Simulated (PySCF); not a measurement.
# C4H4O2: the cost of one run

Programs: PySCF 2.14.0, with routines of our own; each step states its level. All values are computed. Atoms count from 0.

## 1. The starting structure

10 atoms, charge 0, multiplicity 1; geometry from: GFN2-xTB.

## 2. Relaxing the molecule at PBE0/cc-pVDZ

What the job is given:

```
{"job": {"xc": "PBE0", "basis": "cc-pVDZ", "grid": 1, "kind": "geom"}, "charge": 0, "multiplicity": 1}
C     -1.672691    -0.387533    -0.008391
O     -0.403239    -0.988409     0.250403
C      0.643300    -0.220126     0.097498
C      1.999932    -0.158968     0.155931
C      1.301468     1.029988    -0.179783
O      1.239596     2.188884    -0.472602
H     -2.375920    -0.810178     0.707532
H     -1.626849     0.696328     0.104575
H     -1.989977    -0.636279    -1.023429
H      2.893264    -0.709052     0.345737
```

The run is started by

```sh
OMP_NUM_THREADS=1 python excited_run.py task.json out
```

The driver reads the jobs from task.json and runs them one after another.

**Question.** How long does this first job take on 1 thread of Arm Neoverse V1, shared host, and how much memory does it need?

About 49 s, with a peak of 0.47 GiB.
